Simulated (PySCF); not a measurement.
Process, species as SMILES: C1=CC1 → [C-]1=CC1 + H+
B3LYP-D3(BJ)/def2-TZVP geometries, fixed; electronic energies without zero-point terms.

Effect of the atomic grid (radial, angular points) at B3LYP/aug-cc-pVTZ with PySCF, against the last row, where the deprotonation energy is 393.68 kcal/mol. The proton leaves the site shown, which need not be the most acidic. Cost is core time over that of atom_grid: 30, 110, unpruned, rough, on shared machines of one kind.

```csv
setting,"grid points, largest species",largest shift of a total energy (mEh),shift of the deprotonation energy (kcal/mol),cost
"atom_grid: 30, 110, unpruned",23104,0.116,-0.022,1×
"atom_grid: 50, 194, unpruned",67904,0.016,-0.005,3×
"atom_grid: 75, 302, unpruned",158552,0.000,0.000,4×
"atom_grid: 99, 590, unpruned",408872,0.000,0.000,6×
"atom_grid: 150, 974, unpruned",1022704,0.000,0.000,10×
```

Within 0.02 kcal/mol in the deprotonation energy: atom_grid: 50, 194, unpruned; atom_grid: 75, 302, unpruned; atom_grid: 99, 590, unpruned. The largest shift is 0.116 mEh in a total energy and 0.022 kcal/mol in the difference.
